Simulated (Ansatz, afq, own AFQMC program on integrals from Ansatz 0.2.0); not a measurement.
AFQMC on a folder of integrals that Ansatz 0.2.0 wrote.

```yaml
crystal:
  periodic: [false, false, false]
  atoms:
    - {symbol: Al, position_ang: [0.000000, 0.054881, -0.020759]}
    - {symbol: H, position_ang: [0.000000, 0.223923, -1.571957]}
    - {symbol: H, position_ang: [0.000000, 0.291266, 2.148399]}
    - {symbol: H, position_ang: [0.000000, -1.984291, -0.020759]}
basis:
  gaussian: {orbitals: cc-pVDZ}
total_charge: 1
magnetization: {spin_polarized: true, initial_magnetization: 1}
correlation: {method: ccsd_t, electrons: outside_noble_gas, hamiltonian_folder: ham}
```

```sh
$ ansatz run in.yaml --threads 1 --pin off --events-out ev --progress --plain --max-ram 16896MiB --backend cuda --devices 0, --max-vram 18GiB
```

Options of the walk:

```
--method phaseless --trial cisd --walkers 4000 --populations 20 --least-time 60 --time-step 0.005 --steps-per-block 50 --equilibration-blocks 40 --max-blocks 4000 --target-error 0.00027 --factor-cut 1e-05 --start spin_pure --seed 4502 --release-times 0.24,0.51,0.99,1.62,2.4 --release-step 0.03 --release-every 3 --taylor-order 6
```

Times are imaginary, in 1/Eh. The walk had a cap of 122 s. With eight or more populations the least sampling time is a fifth of least-time, and the error comes from their spread.

Output of the walk:

```
orbitals 28  electrons 3 2  factors 193 of 308
reference energy -243.22858840 Eh
CCSD correlation -0.07606398 Eh in 17 cycles, weight of the determinant in the CISD state 0.8439
energy of the start -243.301001 Eh
 block  time / (1/Eh)  mean weight  energy / Eh
     1     0.250  1.0000  -243.302171
     2     0.500  1.0000  -243.303011
     3     0.750  1.0000  -243.303743
     4     1.000  1.0000  -243.304303
     5     1.250  0.9999  -243.304708
     8     2.000  0.9996  -243.305718
    11     2.750  1.0001  -243.305958
    15     3.750  1.0000  -243.306262
    17     4.250  1.0000  -243.306483
    23     5.750  1.0000  -243.306772
    29     7.250  1.0000  -243.306757
    35     8.750  1.0000  -243.306712
    41    10.250  0.9998  -243.306611
    47    11.750  1.0001  -243.306905
    53    13.250  1.0001  -243.306931
    59    14.750  1.0002  -243.306959
    65    16.250  0.9999  -243.306847
    69    17.250  0.9995  -243.307140
    71    17.750  0.9999  -243.306749
    77    19.250  0.9999  -243.306891
    83    20.750  1.0000  -243.306595
    89    22.250  0.9998  -243.306696
error from the spread of 20 populations
released: time / (1/Eh)  energy / Eh  error  mean overlap
  0.24  -243.306928  0.000036  0.9979
  0.51  -243.307065  0.000046  0.9969
  0.99  -243.307248  0.000175  0.9956
  1.62  -243.307234  0.000091  0.9975
  2.40  -243.307147  0.000056  0.9961
energy -243.306832 +/- 0.000039 Eh
(rows thinned)
```

The run passed its tests (sampling time, drift between the halves within three errors, error under three times the target), which doesn't prove that it has relaxed.

Against this walk (error 1.1 meV) on the same determinant: CCSD(T) 15.8 meV higher, CCSDT(Q) 12.2 meV lower, CCSDTQ 13.3 meV lower, full CI 13.3 meV lower. The error is statistical and leaves out the bias of the constraint. The determinant has ⟨S²⟩ = 1.05, so the low cluster orders mix in higher spin, while the walk starts as a pure doublet. Released to 2.40 1/Eh the energy lies 8.6 ± 1.9 meV (both errors) below the phaseless value, which shows part or all of the bias of the constraint, and full CI lies 4.7 meV below the released value. Full CI is exact here, so the walk's 13 meV above it is the walk's own error: the bias of the constraint with this trial. The determinant is a poor start (see the cautions), so the low cluster orders aren't to be relied on, and full CI is the sure value.

Cautions: constraint bias not in the error; strong correlation (T1 0.079, weight of the determinant 0.84, largest double 0.14); unrestricted determinant spin contaminated (⟨S²⟩ 1.05 against 0.75).

The walk took 62 s on 1 × NVIDIA H100 80GB HBM3 with 2 threads of AMD EPYC 7R13 Processor (Zen 3), on a shared host (the card was shared). The log's last line is the phaseless energy.

CCSDT and higher add their correlation energy to the determinant of the CCSD(T) run, since their own runs factorise the integrals more tightly (a shift of under 2 meV). A walk keeps the symmetry of its determinant, which the program's search chose and which needn't be the lowest solution, so a lower state of the same spin and another symmetry isn't excluded.
